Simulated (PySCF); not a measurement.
Proton affinity of ethyl isopropyl ether, site by site

Molecule: ethyl isopropyl ether, `CCOC(C)C` (C5H12O). Optimised structure (Å), atoms numbered from 1:
```
C     2.6786    0.3183   -0.2837
C     1.4046   -0.1894    0.3489
O     0.3163    0.3900   -0.3116
C    -0.9532    0.1074    0.2317
C    -1.9059    1.1463   -0.3255
C    -1.4066   -1.3117   -0.0837
H     2.7319    1.4147   -0.2122
H     2.7120    0.0460   -1.3490
H     3.5608   -0.1103    0.2142
H     1.3786    0.0695    1.4288
H     1.3707   -1.2961    0.2913
H    -0.9026    0.2252    1.3359
H    -1.9616    1.0572   -1.4214
H    -1.5502    2.1580   -0.0837
H    -2.9171    1.0174    0.0872
H    -0.7263   -2.0653    0.3398
H    -2.4086   -1.5009    0.3298
H    -1.4464   -1.4596   -1.1742
```

These are calculated values, ωB97X-D3(BJ)/def2-TZVP in PySCF (grid level 2) at geometries from PBE0-D3(BJ)/def2-SVP. Thermal corrections: PBE0-D3(BJ)/def2-SVP frequencies, unscaled, ideal gas at 298.15 K and 1 bar, quasi-RRHO entropy.

```tsv
site	product	PA / kcal/mol	GB / kcal/mol
O3 (ether oxygen)	CC[OH+]C(C)C	203.2	196.0
```

PA is −ΔH and GB is −ΔG of B + H⁺ → BH⁺ in the gas phase. Sites whose products fell apart, merged with another or lost in a GFN2-xTB screen aren't listed.

In water the product from O3 is solvated 55.3 kcal/mol more strongly than the parent (electrostatics only).

In benzonitrile the product from O3 is solvated 53.8 kcal/mol more strongly than the parent (electrostatics only).

Measured values (NIST Chemistry WebBook, evaluated or the median of agreeing entries): proton affinity (−ΔH) 843 kJ/mol (computed 850, difference 7); gas-phase basicity (−ΔG) 814 kJ/mol (computed 820, difference 7).

Structures, frequencies and single points took 16 min of wall time on 1 thread of Intel Xeon 6975P-C (shared host), launched as `OMP_NUM_THREADS=1 python redox_run.py task.json out`.

Differences come from unrounded values, so a last digit can differ from that of the printed terms.
